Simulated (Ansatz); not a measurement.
## Sn (I4/mmm, No. 139, 1 atoms in the cell; start mp-55; another form than the element's usual one)

These are LDA (plane waves, PAW; Ansatz, an electronic-structure program) values and carry that method's errors.

Run with plane-wave cutoff 500 eV, 28×28×28 k mesh, Fermi–Dirac smearing 0.1 eV, scalar-relativistic PAW data made under PBE.

Cell (relaxed at this level):

Sn has the tetragonal space group I4/mmm (No. 139), Pearson symbol tI2. Conventional cell: a = b = 3.899 Å, c = 3.370 Å, α = β = γ = 90.00°. Sn on 2a is surrounded by 10 Sn at 3.231–3.370 Å. (Neighbours: up to the widest gap in distance over summed covalent radii, below 1.35, at either atom.)
(The calculation used a cell of 1 atom; values per cell refer to that cell.)

- band gap: zero (no gap)

Note: the relaxation could not lower the start's symmetry, so the cell can be a saddle point above a distorted one.

Spin–orbit coupling is not included.

Static lattice: no zero-point or thermal effects.

Computing time: roughly 100 core-seconds.

A start named mp-… is a Materials Project structure, which need not be a measured phase.
